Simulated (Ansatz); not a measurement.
A made-up structure of BHSO, singlet:

O1  (-1.733, 0.432, 0.429)
B2  (-0.625, 0.268, -0.014)
S3  (0.987, 0.060, -0.704)
H4  (-0.189, 1.233, 0.436)
(Å)

It is relaxed with PBE-D4/def2-SVP and then PBE0-D4/def2-TZVP (Ansatz 0.2.0). Atoms count as bonded within 1.22 times the sum of their covalent radii (H–H: 0.88 Å). The end point is not checked to be a true minimum.

(1) Does its bonding change? (Judge from chemistry; the calculation decides.)

Answers

(1) The calculation gives: Yes. Formed: S3–H4; broken: B2–H4.

Where it ends: The first stage lowers the energy by 2.59 eV in 11 steps. It ends as BHSO ([O][B][SH]):
```
4
angstrom
O -2.1481 0.0641 0.3459
B -0.9899 0.1775 0.0339
S 0.7033 0.2981 -0.4508
H 0.8741 1.4541 0.2169
```

Labels in which every atom is bracketed show which atoms are joined, not bond orders.

For scale, one of the runs: PBE0-D4/def2-TZVP relaxation, 105 basis functions, launched by `ansatz run in.yaml --threads 2 --pin off --events-out ev --progress --plain --max-ram 4352MiB`. Hardware: 2 CPU threads of an Arm Neoverse N1, shared host. Wall time about 11 s.
